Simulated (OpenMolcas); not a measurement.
# CH5OSi− (SMILES CO[SiH2-]): levels of theory compared

Aim: a comparison of 6 runs (HF/def2-SVP, HF/def2-TZVP, B3LYP/6-31G*, B2PLYP/def2-TZVP, CCSD(T)/6-31+G*) of CH5OSi−. 

The results are computed with OpenMolcas 26.06.

3 further runs of the same task are left out: 1 that didn't finish, 2 set aside as unsound or not needed.

## (1) The structure to begin with

CH5OSi−: 8 atoms, total charge -1, spin state singlet. As SMILES, `CO[SiH2-]`. The coordinates come from a GFN2-xTB relaxation. This is one conformer, not always the lowest.

Bond lengths: C1–O2 1.342 Å, O2–Si3 1.753 Å, C1–H4 1.110 Å, C1–H5 1.109 Å, C1–H6 1.105 Å, Si3–H7 1.526 Å, Si3–H8 1.497 Å. Angles: C1–O2–Si3 113.7°, O2–C1–H4 112.5°, O2–C1–H5 112.8°, O2–C1–H6 110.5°, O2–Si3–H7 99.1°, O2–Si3–H8 94.0°, H4–C1–H5 105.9°, H4–C1–H6 107.6°, H5–C1–H6 107.3°, H7–Si3–H8 100.4°.

## (2) Energy and gradient at HF/def2-SVP (run 1)

The input, run.inp:

```
>>> EXPORT MOLCAS_PRINT=2

&GATEWAY
 BasLib = $CurrDir
 Coord
 8
 angstrom
 C       -0.497110       0.956740      -0.216970
 O       -0.599520      -0.211900       0.434560
 Si       0.471770      -1.456200      -0.179060
 H       -0.757450       0.867050      -1.292030
 H        0.528880       1.376040      -0.187260
 H       -1.172130       1.709050       0.229470
 H        1.807550      -0.853630       0.245430
 H        0.218010      -2.387140       0.965870
 Basis = def2-SVP
 Group = NoSym

&SEWARD

&SCF
 Charge = -1
 Thresholds = 1e-10 1e-07 1e-07 1e-05
 PrOrbitals = 1

&ALASKA
```

The basis set def2-SVP is read from a file made from the Basis Set Exchange's data (not shown).

On the command line:

```console
$ export MOLCAS_MEM=1860
$ pymolcas run.inp > run.log
```

The log of the run:

```text
--- Start Module: gateway ---
[...]
--- Stop Module: gateway /rc=_RC_ALL_IS_WELL_ ---
[...]
      Basis functions           71
[...]
--- Start Module: scf ---
[...]
       Convergence after  16 Iterations
[...]
::    Total SCF energy                               -404.3610491671
[...]
      Total spin, S                                     0.0000000000
[...]
      Total electronic charge=   34.000000
      Total            charge=   -1.000000
[...]
      Dipole Moment (debye):
      Origin of the operator (angstrom)=   -0.0283   -0.5234   -0.0115
                   X= -1.3587E+00               Y=  3.6174E+00               Z=  2.0696E-01           Total=  3.8697E+00
      Center of Charge (angstrom)
[...]
 *              Molecular gradients               *
 **************************************************
  Irreducible representation: a
 ------------------------------------------------------------------------------------------
                              X                       Y                       Z
 ------------------------------------------------------------------------------------------
  C1                4.05769635192510E-03   -1.88718042090397E-02    8.36864936214576E-03
  O2               -1.71123853002264E-03    7.35890383252394E-03   -6.24738437726791E-03
  SI3               8.10862639037246E-03    8.95427582447716E-03    1.81097058941786E-02
  H4               -3.27023773701862E-04   -3.24181972520188E-03   -3.06561402896133E-03
  H5                3.58498031006604E-03   -1.87008850840753E-03   -2.30475038304950E-04
  H6               -2.00879994142511E-03   -2.92711063342832E-04    2.64676674847131E-03
  H7               -6.85273879717574E-03   -1.04133047386035E-03   -8.24845835048686E-03
  H8               -4.85150200997492E-03    9.00457432284973E-03   -1.13331902097566E-02
[...]
```

It took 3.6 s on 1 thread of Intel Xeon 6975P-C (Granite Rapids), shared host; peak memory 0.42 GiB.

## (3) Energy and forces at HF/def2-TZVP (run 2)

The input, mol.xyz:

```xyz
8

C     -0.497110     0.956740    -0.216970
O     -0.599520    -0.211900     0.434560
Si     0.471770    -1.456200    -0.179060
H     -0.757450     0.867050    -1.292030
H      0.528880     1.376040    -0.187260
H     -1.172130     1.709050     0.229470
H      1.807550    -0.853630     0.245430
H      0.218010    -2.387140     0.965870
```

The input, calc.inp:

```
>>> EXPORT MOLCAS_PRINT=2

&GATEWAY
 BasLib
 $CurrDir
 Coord
 mol.xyz
 Basis
 def2-TZVP
 Group
 NoSym

&SEWARD

&SCF
 Charge
 -1
 Thresholds
 1e-10 1e-07 1e-07 1e-05
 PrOrbitals
 1

&ALASKA
```

The basis set def2-TZVP is read from a file made from the Basis Set Exchange's data (not shown).

On the command line:

```console
$ export MOLCAS_MEM=1860
$ pymolcas calc.inp > calc.log
```

The log of the run:

```text
--- Start Module: gateway ---
[...]
--- Stop Module: gateway /rc=_RC_ALL_IS_WELL_ ---
[...]
      Basis functions          129
[...]
--- Start Module: scf ---
[...]
       Convergence after  16 Iterations
[...]
::    Total SCF energy                               -404.6064234283
[...]
      Total spin, S                                     0.0000000000
[...]
      Total electronic charge=   34.000000
      Total            charge=   -1.000000
[...]
      Dipole Moment (debye):
      Origin of the operator (angstrom)=   -0.0283   -0.5234   -0.0115
                   X= -1.4191E+00               Y=  3.6559E+00               Z=  3.8460E-01           Total=  3.9405E+00
      Center of Charge (angstrom)
[...]
 *              Molecular gradients               *
 **************************************************
  Irreducible representation: a
 ------------------------------------------------------------------------------------------
                              X                       Y                       Z
 ------------------------------------------------------------------------------------------
  C1                2.50077951484551E-03   -2.68945567288688E-02    1.30730655825684E-02
  O2               -7.93762499175266E-03    1.81268560085877E-02   -3.44701865493402E-03
  SI3               1.23240319952327E-02   -2.52020481639192E-06    1.05929114056931E-02
  H4               -1.09124435535091E-03   -2.56369227343395E-03   -7.67429773797357E-03
  H5                7.51032728229228E-03    8.50301531268194E-04   -6.93034612607710E-04
  H6               -4.63454365468219E-03    3.69717276496528E-03    3.92227325984074E-03
  H7               -4.56997733298303E-03   -4.71715125996086E-04   -6.49081247528588E-03
  H8               -4.10174845752764E-03    7.25815402819530E-03   -9.28308676724710E-03
[...]
```

Wall time 25 s (1 thread of Intel Xeon 6975P-C (Granite Rapids), shared host); peak memory 0.89 GiB.

Runs 3 to 5 aren't shown in full; the table further down has their settings and results.

## (4) A single-point energy at CCSD(T)/6-31+G(d) (spherical functions) (run 6)

The input, coord.xyz:

```xyz
8

C     -0.497110     0.956740    -0.216970
O     -0.599520    -0.211900     0.434560
Si     0.471770    -1.456200    -0.179060
H     -0.757450     0.867050    -1.292030
H      0.528880     1.376040    -0.187260
H     -1.172130     1.709050     0.229470
H      1.807550    -0.853630     0.245430
H      0.218010    -2.387140     0.965870
```

The input, run.input:

```
&GATEWAY
 BasLib
 $CurrDir
 Coord
 coord.xyz
 Basis
 6-31pGs
 Group
 NoSym

&SEWARD

&SCF
 Charge
 -1
 Thresholds
 1e-10 1e-07 1e-07 1e-05
 PrOrbitals
 1 1

&RASSCF
 FileOrb
 $Project.ScfOrb
 Spin
 1
 Nactel
 0 0 0
 Inactive
 17
 Ras2
 0
 OutOrbitals
 Canonical
 OrbListing
 Nothing

&MOTRA
 JobIph
 Frozen
 7

&CCSDT
 CCT
 Triples
 2
 Iterations
 80
 Accuracy
 1e-08
 Extrapolation
 5 4
```

The basis set 6-31+G* is read from a file made from the Basis Set Exchange's data (not shown).

On the command line:

```console
$ export MOLCAS_MEM=1860
$ pymolcas run.input > run.log
```

The log of the run:

```text
--- Start Module: gateway ---
[...]
--- Stop Module: gateway /rc=_RC_ALL_IS_WELL_ ---
[...]
      Basis functions           68
[...]
       Convergence after  17 Iterations
[...]
::    Total SCF energy                               -404.5337851788
[...]
      Total spin, S                                     0.0000000000
[...]
      Number of active orbitals                  0
[...]
      Spin quantum number                      0.0
[...]
      Active orbitals                            0
[...]
      Number of CSFs                             1
[...]
      Number of root(s) required                 1
[...]
      Convergence after  4 iterations
[...]
      Natural orbitals and occupation numbers for root  1
      ************************************************************************************************************************
      *                                                    Final results                                                     *
      ************************************************************************************************************************
[...]
::    RASSCF root number  1 Total energy:   -404.53378518
[...]
      Total electronic charge=   34.000000
      Total            charge=   -1.000000
[...]
      Dipole Moment (debye):
      Origin of the operator (angstrom)=   -0.0283   -0.5234   -0.0115
                   X= -1.2856E+00               Y=  4.0548E+00               Z=  7.2231E-01           Total=  4.3146E+00
      Center of Charge (angstrom)
[...]
--- Start Module: motra ---
[...]
--- Stop Module: motra /rc=_RC_ALL_IS_WELL_ ---
--- Start Module: ccsdt ---
[...]
      Convergence after                    14  Iterations
      Total energy (diff) :    -404.96970451      -0.00000000
[...]
 METHOD                       : CCSD+T(CCSD)+<T3(1)WT1> = CCSD(T)
[...]
       CCSD     =      -404.9697045053550
[...]
```

It took 11 s on 1 thread of Intel Xeon 6975P-C (Granite Rapids), shared host; peak memory 0.41 GiB.

## (5) Overview of the runs

```
run                                  level  integration grid  Cartesian functions  energy (Eh)  HOMO energy (eV)  LUMO energy (eV)  HOMO–LUMO gap (eV)  wall time
  1                            HF/def2-SVP                 –                   no  -404.361049             -1.30              9.20               10.50      3.6 s
  2                           HF/def2-TZVP                 –                   no  -404.606423             -1.48              7.99                9.47       25 s
  3     B3LYP/6-31G* (spherical functions)         UltraFine                   no  -405.818107              1.24              6.09                4.86       14 s
  4     B3LYP/6-31G* (Cartesian functions)         UltraFine                  yes  -405.821644              1.23              6.07                4.84       15 s
  5                       B2PLYP/def2-TZVP         UltraFine                   no  -405.668140             -0.11              6.33                6.44       51 s
  6  CCSD(T)/6-31+G* (spherical functions)                 –                   no  -404.981354             -1.66              5.36                7.02       11 s
```

## (6) Results

```
                                                    quantity          value
                                         run 6: total energy  -404.98135 Eh
                  run 6: HOMO energy (Hartree–Fock orbitals)       -1.66 eV
                  run 6: LUMO energy (Hartree–Fock orbitals)        5.36 eV
run 6: HOMO–LUMO gap (to an unbound level, set by the basis)        7.02 eV
          run 6: correlation energy (7 core orbitals frozen)     -447.6 mEh
                                       run 6: (T) correction     -11.65 mEh
```

What this shows: Over runs 1, 2, 3, 4, 5 the HOMO–LUMO gap runs from 4.84 eV (B3LYP/6-31G*) to 10.50 eV (HF/def2-SVP). The two ends differ in method and basis. The empty levels of an anion lie above zero and hang on the basis. For B2PLYP the log adds the whole second-order term; the table takes 0.27 of it, as the functional is defined. Totals of different functionals can't be ranked against each other. In runs 3, 4 the HOMO lies above zero, so the outermost electron may be held by the basis alone. All runs together took 2 min, the longest 51 s.
